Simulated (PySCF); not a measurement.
**H₇NPSi+: runs on many settings**

Which settings matter for H₇NPSi+ (`N[SiH2][PH3+]`)?

Computed with PySCF 2.14.0, with density-fitted response routines of our own, on a single molecule in the gas phase. Atoms are numbered from 0 throughout.

## (1) Starting geometry

10 atoms, charge 1, multiplicity 1; geometry from: GFN2-xTB.

Bonds of the start (Å): N0–Si1 1.69, Si1–P2 2.44, N0–H3 1.01, N0–H4 1.01, Si1–H5 1.45, Si1–H6 1.45, P2–H7 1.38, P2–H8 1.38, P2–H9 1.38.

## (2) J couplings: wB97X/cc-pVDZ

Job settings and geometry (Å):

```
{"job": {"kind": "j", "xc": "wB97X", "basis": "cc-pVDZ", "scf": {"guess": "huckel"}}, "charge": 1, "multiplicity": 1}
N     -1.793360    -0.433353    -0.054733
Si    -0.643426     0.778952    -0.293219
P      1.536697    -0.202645     0.214708
H     -2.127436    -1.049555    -0.780977
H     -2.316617    -0.558560     0.799193
H     -0.394684     1.072844    -1.695037
H     -0.655537     1.791785     0.749096
H      2.074618    -1.112762    -0.670971
H      1.705752    -0.921861     1.379154
H      2.622876     0.639811     0.330259
```

Method: wB97X/cc-pVDZ indirect spin-spin coupling, non-relativistic, gas phase.

Launch:

```bash
> OMP_NUM_THREADS=1 python probes_run.py task.json out
```

One launch serves the whole session: the jobs run in the order shown.

Standard output:

```text
final grid: 72448 points
cycle   1  E = -689.3894396519  dE = -9.245e-01  |g| = 7.299e-01  |ddm| = 6.248e+00
cycle   2  E = -689.4702070547  dE = -8.077e-02  |g| = 5.232e-01  |ddm| = 3.117e+00
cycle   3  E = -689.5304175026  dE = -6.021e-02  |g| = 8.630e-02  |ddm| = 8.904e-01
cycle   4  E = -689.5323746263  dE = -1.957e-03  |g| = 1.800e-02  |ddm| = 1.803e-01
cycle   5  E = -689.5325317236  dE = -1.571e-04  |g| = 2.672e-03  |ddm| = 6.993e-02
cycle   6  E = -689.5325374950  dE = -5.771e-06  |g| = 7.582e-04  |ddm| = 1.141e-02
cycle   7  E = -689.5325379911  dE = -4.960e-07  |g| = 1.821e-04  |ddm| = 3.265e-03
cycle   8  E = -689.5325380199  dE = -2.888e-08  |g| = 3.631e-05  |ddm| = 7.857e-04
cycle   9  E = -689.5325380211  dE = -1.158e-09  |g| = 7.210e-06  |ddm| = 1.822e-04
cycle  10  E = -689.5325380211  dE = -2.888e-11  |g| = 1.661e-06  |ddm| = 3.301e-05
converged SCF energy = -689.5325380211

Indirect spin-spin couplings (Hz)
  i      j    bonds     total        FC       PSO       DSO        SD
  0 N    1 Si   1     38.661    42.767    -4.314     0.028     0.181
  0 N    2 P    2    -16.468   -16.122     0.258     0.013    -0.616
  0 N    3 H    1    -76.515   -73.897    -2.141    -0.300    -0.177
  0 N    4 H    1    -76.753   -74.139    -2.135    -0.300    -0.179
  0 N    5 H    2     -3.564    -3.808     0.054     0.163     0.027
  0 N    6 H    2     -3.580    -3.825     0.054     0.162     0.029
  0 N    7 H    3      0.231     0.206    -0.024     0.063    -0.014
  0 N    8 H    3      0.202     0.201    -0.015     0.033    -0.018
  0 N    9 H    3     -2.273    -2.417    -0.026     0.171    -0.001
  1 Si   2 P    1      3.567     6.755     1.092    -0.061    -4.218
  1 Si   3 H    2     -4.433    -6.229     1.207     0.465     0.124
  1 Si   4 H    2     -4.707    -6.505     1.208     0.465     0.126
  1 Si   5 H    1   -266.332  -266.156     0.816    -0.227    -0.765
  1 Si   6 H    1   -266.097  -265.919     0.815    -0.226    -0.768
  1 Si   7 H    2     -0.906    -1.166     0.025     0.220     0.014
  1 Si   8 H    2     -0.884    -1.126     0.008     0.229     0.005
  1 Si   9 H    2     -1.966    -2.174    -0.016     0.213     0.010
  2 P    3 H    3     -7.412    -7.316     0.326    -0.333    -0.089
  2 P    4 H    3     -7.113    -7.071     0.342    -0.351    -0.032
  2 P    5 H    2     50.156    49.897     0.266    -0.100     0.093
  2 P    6 H    2     47.425    47.178     0.260    -0.108     0.095
  2 P    7 H    1    326.314   324.379     1.296     0.248     0.391
  2 P    8 H    1    332.026   330.121     1.254     0.249     0.402
  2 P    9 H    1    312.095   310.140     1.321     0.241     0.392
  3 H    4 H    2     -5.793    -5.480     4.661    -4.974         -
  3 H    5 H    3      0.869     1.138     0.291    -0.560         -
  3 H    6 H    3      5.606     7.289     1.461    -3.143         -
  3 H    7 H    4     -0.185    -0.030     0.187    -0.342         -
  3 H    8 H    4     -0.365     0.057     0.513    -0.935         -
  3 H    9 H    4     -1.276    -0.253     0.625    -1.648         -
  4 H    5 H    3      5.354     7.032     1.449    -3.127         -
  4 H    6 H    3      0.964     1.218     0.280    -0.535         -
  4 H    7 H    4     -0.614     0.018     0.621    -1.253         -
  4 H    9 H    4     -1.175    -0.237     0.574    -1.512         -
  5 H    6 H    2     10.440    12.925     0.688    -3.173         -
  5 H    7 H    3     -1.022    -0.946     0.130    -0.206         -
  5 H    8 H    3      5.825     7.316     0.586    -2.078         -
  5 H    9 H    3     -0.794    -0.349     0.263    -0.708         -
  6 H    7 H    3      6.487     7.988     0.584    -2.085         -
  6 H    8 H    3     -1.472    -1.064     0.247    -0.655         -
  6 H    9 H    3     -1.148    -1.002     0.160    -0.306         -
  7 H    8 H    2     -9.544    -8.564     0.950    -1.930         -
  7 H    9 H    2     -9.948    -8.966     0.960    -1.942         -
  8 H    9 H    2     -9.809    -8.818     0.959    -1.950         -
```

It took 22 s on 1 thread, shared host.

The basis is not made for couplings: without tight functions at the nuclei these values are rough.

Couplings of 1 Hz or more, nine at most for each number of bonds, with means over like pairs (isotopes 1H, 15N, 31P, 29Si):

```
  pair  bonds  J (Hz)  Fermi contact (Hz)  dihedral (°)
 P2–H7      1   323.5               321.5             –
Si1–H5      1  -266.2              -266.0             –
 N0–H3      1   -76.6               -74.0             –
N0–Si1      1    38.7                42.8             –
Si1–P2      1     3.6                 6.8             –
 P2–H5      2    48.8                48.5             –
 N0–P2      2   -16.5               -16.1             –
 H5–H6      2    10.4                12.9             –
 H7–H8      2    -9.8                -8.8             –
 H3–H4      2    -5.8                -5.5             –
Si1–H3      2    -4.6                -6.4             –
 N0–H5      2    -3.6                -3.8             –
Si1–H7      2    -1.3                -1.5             –
 P2–H3      3    -7.3                -7.2           -93
 H3–H5      3     3.2                 4.2             –
 H5–H7      3     1.3                 2.0             –
```

The spin-dipole term was solved for some atoms only; pairs without it lack that part.

Quadrupole couplings from the field gradients of the same density:

```
atom  isotope  eQq/h (MHz)     η
  N0      14N       -4.229  0.12
```

## (3) J couplings: PBE0/pcSseg-1

Same as in step 2 but for these lines:

```diff
@@ -1,2 +1,2 @@
-{"job": {"kind": "j", "xc": "wB97X", "basis": "cc-pVDZ", "scf": {"guess": "huckel"}}, "charge": 1, "multiplicity": 1}
+{"job": {"kind": "j", "xc": "PBE0", "basis": "pcSseg-1", "scf": {"guess": "vsap"}}, "charge": 1, "multiplicity": 1}
 N     -1.793360    -0.433353    -0.054733
```

Level: PBE0/pcSseg-1 indirect spin-spin coupling, non-relativistic, gas phase.

Standard output:

```text
final grid: 72448 points
cycle   1  E = -687.8543155608  dE =  8.000e-01  |g| = 2.107e+00  |ddm| = 5.552e+00
cycle   2  E = -686.9244985172  dE =  9.298e-01  |g| = 3.398e+00  |ddm| = 5.757e+00
cycle   3  E = -689.1083573879  dE = -2.184e+00  |g| = 6.531e-01  |ddm| = 1.751e+00
cycle   4  E = -689.2065215861  dE = -9.816e-02  |g| = 1.126e-01  |ddm| = 4.972e-01
cycle   5  E = -689.2095024944  dE = -2.981e-03  |g| = 4.071e-02  |ddm| = 1.477e-01
cycle   6  E = -689.2098760023  dE = -3.735e-04  |g| = 3.583e-03  |ddm| = 4.486e-02
cycle   7  E = -689.2098786805  dE = -2.678e-06  |g| = 5.972e-04  |ddm| = 4.132e-03
cycle   8  E = -689.2098787652  dE = -8.470e-08  |g| = 1.859e-04  |ddm| = 8.778e-04
cycle   9  E = -689.2098787743  dE = -9.137e-09  |g| = 3.782e-05  |ddm| = 2.413e-04
cycle  10  E = -689.2098787747  dE = -3.416e-10  |g| = 6.476e-06  |ddm| = 4.051e-05
converged SCF energy = -689.2098787747

Indirect spin-spin couplings (Hz)
  i      j    bonds     total        FC       PSO       DSO        SD
  0 N    1 Si   1     29.161    34.159    -5.302     0.026     0.278
  0 N    2 P    2    -18.312   -17.894     0.356     0.013    -0.787
  0 N    3 H    1    -84.175   -81.072    -2.441    -0.283    -0.378
  0 N    4 H    1    -84.403   -81.304    -2.436    -0.283    -0.379
  0 N    5 H    2     -3.874    -4.117     0.049     0.166     0.028
  0 N    6 H    2     -3.891    -4.133     0.050     0.164     0.029
  0 N    7 H    3      0.302     0.286    -0.029     0.063    -0.019
  0 N    8 H    3      0.290     0.293    -0.014     0.033    -0.022
  0 N    9 H    3     -2.796    -2.917    -0.046     0.171    -0.004
  1 Si   2 P    1     13.705    16.891     1.898    -0.062    -5.021
  1 Si   3 H    2     -2.701    -4.674     1.332     0.469     0.172
  1 Si   4 H    2     -3.044    -5.023     1.337     0.469     0.173
  1 Si   5 H    1   -296.585  -296.672     1.019    -0.219    -0.713
  1 Si   6 H    1   -296.408  -296.491     1.018    -0.219    -0.716
  1 Si   7 H    2      0.116    -0.056    -0.081     0.222     0.032
  1 Si   8 H    2      0.312     0.169    -0.111     0.231     0.023
  1 Si   9 H    2     -2.099    -2.233    -0.098     0.214     0.018
  2 P    3 H    3     -8.339    -8.132     0.217    -0.332    -0.092
  2 P    4 H    3     -8.015    -7.892     0.248    -0.350    -0.021
  2 P    5 H    2     51.346    51.324    -0.004    -0.096     0.123
  2 P    6 H    2     48.801    48.791    -0.011    -0.104     0.124
  2 P    7 H    1    349.659   346.180     2.802     0.216     0.461
  2 P    8 H    1    356.671   353.235     2.744     0.217     0.475
  2 P    9 H    1    332.476   328.943     2.848     0.210     0.474
  3 H    4 H    2     -7.644    -8.072     5.472    -5.044         -
  3 H    5 H    3      0.693     0.960     0.301    -0.568         -
  3 H    6 H    3      7.163     8.289     2.031    -3.156         -
  3 H    7 H    4     -0.154    -0.025     0.216    -0.344         -
  3 H    8 H    4     -0.202     0.098     0.638    -0.939         -
  3 H    9 H    4     -1.095    -0.328     0.886    -1.653         -
  4 H    5 H    3      6.859     7.984     2.015    -3.140         -
  4 H    6 H    3      0.793     1.050     0.285    -0.542         -
  4 H    7 H    4     -0.404     0.052     0.802    -1.258         -
  4 H    9 H    4     -1.006    -0.298     0.808    -1.516         -
  5 H    6 H    2     11.490    13.326     1.355    -3.191         -
  5 H    7 H    3     -1.542    -1.455     0.120    -0.207         -
  5 H    8 H    3      7.528     8.675     0.936    -2.082         -
  5 H    9 H    3     -0.943    -0.575     0.341    -0.709         -
  6 H    7 H    3      8.369     9.523     0.935    -2.089         -
  6 H    8 H    3     -1.916    -1.578     0.318    -0.657         -
  6 H    9 H    3     -1.619    -1.479     0.166    -0.306         -
  7 H    8 H    2    -14.470   -13.642     1.125    -1.952         -
  7 H    9 H    2    -14.873   -14.043     1.134    -1.964         -
  8 H    9 H    2    -14.725   -13.890     1.137    -1.972         -
```

Run time: 19 s. Hardware: 1 thread, shared host.

This basis has no tight s functions, so the Fermi-contact terms are rough.

This run: J(P2,H7) 346.3 Hz, J(Si1,H5) -296.5 Hz, J(N0,H3) -84.3 Hz (means over like pairs).

## (4) NMR shieldings: BLYP/ANO-RCC-VDZP

Same as in step 3 but for these lines:

```diff
@@ -1,2 +1,2 @@
-{"job": {"kind": "j", "xc": "PBE0", "basis": "pcSseg-1", "scf": {"guess": "vsap"}}, "charge": 1, "multiplicity": 1}
+{"job": {"kind": "nmr", "xc": "BLYP", "basis": "ANO-RCC-VDZP", "pop": false, "scf": {"conv": 1e-08, "level_shift": 0.3}}, "charge": 1, "multiplicity": 1}
 N     -1.793360    -0.433353    -0.054733
```

With the program's defaults for keys left out, this is: GIAO BLYP/ANO-RCC-VDZP NMR shielding, non-relativistic, gas phase.

Standard output:

```text
final grid: 72448 points
cycle   1  E = -689.1749822496  dE =  3.195e-01  |g| = 4.863e-01  |ddm| = 3.870e+00
cycle   2  E = -689.2026559007  dE = -2.767e-02  |g| = 4.676e-01  |ddm| = 7.914e-01
cycle   3  E = -689.2451087624  dE = -4.245e-02  |g| = 1.153e-01  |ddm| = 2.151e-01
cycle   4  E = -689.2489770658  dE = -3.868e-03  |g| = 2.995e-02  |ddm| = 1.121e-01
cycle   5  E = -689.2492424597  dE = -2.654e-04  |g| = 5.017e-03  |ddm| = 3.526e-02
cycle   6  E = -689.2492587370  dE = -1.628e-05  |g| = 1.603e-03  |ddm| = 1.168e-02
cycle   7  E = -689.2492615430  dE = -2.806e-06  |g| = 8.105e-04  |ddm| = 4.961e-03
cycle   8  E = -689.2492622916  dE = -7.486e-07  |g| = 5.043e-04  |ddm| = 2.682e-03
cycle   9  E = -689.2492625376  dE = -2.460e-07  |g| = 3.088e-04  |ddm| = 1.535e-03
cycle  10  E = -689.2492626207  dE = -8.315e-08  |g| = 1.891e-04  |ddm| = 8.831e-04
cycle  11  E = -689.2492626506  dE = -2.985e-08  |g| = 1.154e-04  |ddm| = 5.417e-04
cycle  12  E = -689.2492626612  dE = -1.068e-08  |g| = 7.191e-05  |ddm| = 3.220e-04
cycle  13  E = -689.2492626651  dE = -3.891e-09  |g| = 4.338e-05  |ddm| = 1.943e-04
level shift removed, Fock matrix diagonalised once more
converged SCF energy = -689.2492626651

GIAO shielding tensors (ppm)
atom      isotropic    diamagn.    paramagn.     s11        s22        s33       span
  0 N      230.523     299.947     -69.424    226.429    228.311    236.830     10.401
  1 Si     429.388     886.819    -457.431    380.442    405.355    502.367    121.925
  2 P      576.350     975.862    -399.512    552.092    562.650    614.307     62.214
  3 H       29.454      29.188       0.267     23.225     25.523     39.615     16.390
  4 H       29.422      29.150       0.272     23.209     25.484     39.572     16.364
  5 H       25.697      29.180      -3.483     22.223     24.906     29.963      7.740
  6 H       25.726      29.171      -3.444     22.220     24.934     30.025      7.805
  7 H       27.652      29.303      -1.650     24.304     24.534     34.119      9.816
  8 H       27.717      29.467      -1.750     24.432     24.507     34.211      9.779
  9 H       27.692      28.449      -0.757     24.077     24.134     34.864     10.787
```

Wall time 57 s (1 thread, shared host).

The references, computed at this level on geometries of the same kind, shield at (ppm): ¹H TMS 31.86, ²⁹Si TMS 374.3, ¹⁵N NH3 274.8, ³¹P PH3 668.5. Their shielding less the atom's gives the shift. The references are single molecules in the gas phase, so shifts against H2O, NH3, PH3, H3PO4 or CFCl3 are not on the usual liquid scales and can be off by tens of ppm. Atoms listed in one row are averaged.

| atoms | environment | σ (ppm) | δ (ppm) |
| --- | --- | --- | --- |
| H5, H6 | hydrogen on a silicon bonded to N, P | 25.71 | 6.14 |
| H7, H8, H9 | hydrogen on a phosphorus bonded to Si | 27.69 | 4.17 |
| H3, H4 | hydrogen on a nitrogen bonded to Si | 29.44 | 2.42 |
| N0 | nitrogen bonded to Si, 2 H | 230.5 | 44.3 |
| Si1 | silicon bonded to N, P, 2 H | 429.4 | -55.1 |
| P2 | phosphorus bonded to Si, 3 H | 576.3 | 92.1 |

Orbitals, density, ELF and potential are computed afterwards from the orbital file.

Frontier orbitals at BLYP/ANO-RCC-VDZP, with the share of their density that lies nearest to each atom:

```
orbital  energy (eV)                                    lies on
   HOMO       -11.17     N0 64 %; P2 8 %; H3, H4 about 8 % each
   LUMO        -6.15  P2 23 %; Si1 18 %; H5, H8 about 12 % each
```

ELF in a plane through or near 4 of the atoms.

Ten even steps from ' ' (0.00) to '@' (1.00):
```
                                                        
                                                        
                                                        
                                                        
                            ..::....                    
          ::++++--        ..::====::..                  
        ++%%@@@@%%==::....::..............              
        @@@@@@@@@@##****++::..##++  ==++==--            
      ..@@@@@@@@@@****@@@@==  ##++..%%%%##++..          
        **%%@@@@++++----@@##::..--%%%%%%%%++::          
        ::==****::##%%::@@##==++%%%%==%%##++..          
            ..--::--::::##==::**%%##**==**--..          
            ..--++++====--..  ++%%%%##**++::            
              ::==++==::..    --****++--::              
              ..::--::..      ..----::..                
                                                        
                                                        
                                                        
                                                        
                                                        
```
The map spans 10.5 Å across and 8.2 Å up, centred on the molecule. Atoms in the plane (x, y in Å): N0 (1.8, -0.5), Si1 (0.7, 0.8), P2 (-1.6, -0.2), H9 (-2.6, 0.6).

log10 of the density (e/Å³) in the same plane.

Ten even steps from '0' (-4.0) to '9' (1.7):
```
0000000000000000000000000000
0000000000000000000000000000
0000000000001122221000000000
0000000000112233332110000000
0000012222223444443221000000
0001223333334555554332100000
0002344554445566655432210000
0012446666555669865543220000
0012456776666669866654321000
0012456678876666677765331000
0012345679976666778765431000
0002345668766556779775431000
0001234566665445677765331000
0001234555554334556554321000
0000123444443223444443210000
0000012333322112233322100000
0000001112111001111110000000
0000000000000000000000000000
0000000000000000000000000000
0000000000000000000000000000
```
The map spans 10.5 Å across and 8.2 Å up, centred on the molecule. Atoms in the plane (x, y in Å): N0 (1.8, -0.5), Si1 (0.7, 0.8), P2 (-1.6, -0.2), H9 (-2.6, 0.6).

On the surface of density 0.002 e/bohr³ the electrostatic potential runs, from the 1st to the 99th percentile, from 3.85 V near N0 to 6.22 V near P2.

[end of part 1 of 2]
